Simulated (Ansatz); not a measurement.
Write a Python script for Ansatz 0.2.0 through its Python package that makes a ranking of conformers of C3H5NO, SMILES C=CNC=O. Level of theory (for the species named): Hartree-Fock, cc-pVDZ basis, multiplicity 1.

`run_conformers.py`:
```python
import ansatz as az
from rdkit import Chem
from rdkit.Chem import AllChem

rd = Chem.AddHs(Chem.MolFromSmiles("C=CNC=O"))
ids = list(AllChem.EmbedMultipleConfs(rd, numConfs=20, randomSeed=504, pruneRmsThresh=0.4))
field = [energy for _, energy in AllChem.MMFFOptimizeMoleculeConfs(rd)]
distinct = {round(e, 2): i for i, e in zip(ids, field)}
chosen = sorted(distinct.items())[:3]
found = []
for force_field, index in chosen:
    system = az.Crystal.molecule()
    for atom, xyz in zip(rd.GetAtoms(), rd.GetConformer(index).GetPositions()):
        system = system.atom(atom.GetSymbol(), xyz.round(5).tolist())
    base = (
        system.calculation()
        .basis(gaussian="cc-pVDZ")
        .functional("hf")
    )
    found.append(base.run(threads=1).report["free_energy_ev"])
print("conformer   MMFF (kcal/mol)   this level (eV)")
for (force_field, index), e in zip(chosen, found):
    print(f"{index:9d} {force_field - chosen[0][0]:17.2f} {(e - min(found)):17.3f}")
```

```console
$ python run_conformers.py
conformer   MMFF (kcal/mol)   this level (eV)
        1              0.00             0.000
        0              5.70             0.116
```

The conformers keep their force-field geometries. Run time: 1.8 s on 1 thread of Arm Neoverse V2 (shared host), peak memory 0.27 GiB.
